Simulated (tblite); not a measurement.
Species: C4H5 (doublet state).
SMILES: `[CH]=C1CC1`

All values are computed: GFN2-xTB (tblite) harmonic vibrations without scaling, gas phase. Against measured fundamentals such values can be off by several per cent, at times by over 20. Open shells enter through the occupations alone, without spin polarisation, and single modes of such species can be off by tens of per cent.

Harmonic wavenumbers (cm⁻¹): 304.1, 329.0, 617.9, 647.6, 764.2, 783.7, 828.8, 855.7, 990.5, 998.0, 1046.2, 1130.3, 1198.8, 1408.9, 1441.7, 1895.3, 3066.3, 3070.3, 3074.9, 3093.0, 3243.4.

A = 21376, B = 7256, C = 5833 MHz; mass 53.039 u (most abundant isotopes); point group Cs, symmetry number 1; spin multiplicity 2.

Q: Zero-point energy?

A: Half the sum of the wavenumbers: 15394 cm⁻¹ = 44.01 kcal/mol.

Q: Entropy at 298.15 K, 1 bar (ideal gas, RRHO, classical rotation)?

A: Translation 37.85, rotation 23.39, vibration 4.67, spin (R ln 2) 1.38: S = 67.3 cal/(mol K).

Q: And Cp and H(298.15 K) − H(0)?

A: Cp = 17.49 cal/(mol K), of which vibrations give 9.54 (their classical limit is 21 R = 41.7); H(298.15 K) − H(0) = 3.34 kcal/mol without the zero-point energy, 0.97 from vibrations.

Q: How do the functions run with temperature in this model?

A: 
```json
{"T (K)": "50", "S (cal/(mol K))": "48.4", "Cp (cal/(mol K))": "8.0", "H − H(0) (kcal/mol)": "0.40", "G − H(0) (kcal/mol)": "-2.02", "ln q(vib)": "0.00"}
{"T (K)": "100", "S (cal/(mol K))": "54.2", "Cp (cal/(mol K))": "8.9", "H − H(0) (kcal/mol)": "0.81", "G − H(0) (kcal/mol)": "-4.60", "ln q(vib)": "0.02"}
{"T (K)": "373.15", "S (cal/(mol K))": "71.6", "Cp (cal/(mol K))": "21.1", "H − H(0) (kcal/mol)": "4.79", "G − H(0) (kcal/mol)": "-21.93", "ln q(vib)": "1.16"}
{"T (K)": "500", "S (cal/(mol K))": "78.5", "Cp (cal/(mol K))": "26.1", "H − H(0) (kcal/mol)": "7.80", "G − H(0) (kcal/mol)": "-31.45", "ln q(vib)": "2.08"}
{"T (K)": "750", "S (cal/(mol K))": "90.5", "Cp (cal/(mol K))": "32.8", "H − H(0) (kcal/mol)": "15.23", "G − H(0) (kcal/mol)": "-52.62", "ln q(vib)": "4.11"}
{"T (K)": "1000", "S (cal/(mol K))": "100.5", "Cp (cal/(mol K))": "37.1", "H − H(0) (kcal/mol)": "24.00", "G − H(0) (kcal/mol)": "-76.53", "ln q(vib)": "6.16"}
```

q(vib) and H(0) count from the zero-point level.

Q: What must be added to the electronic energy to get the Gibbs energy at 298.15 K and 1 bar?

A: ZPE + [H(298.15 K) − H(0)] − T·S = 44.01 + 3.34 − 20.06 = 27.29 kcal/mol.

Q: Which modes carry the vibrational entropy at 298.15 K?

A: 304.1 cm⁻¹: 1.39; 329.0 cm⁻¹: 1.26; 617.9 cm⁻¹: 0.42; 647.6 cm⁻¹: 0.37; 764.2 cm⁻¹: 0.24; 783.7 cm⁻¹: 0.22 cal/(mol K); the other 15 give 0.75 together.
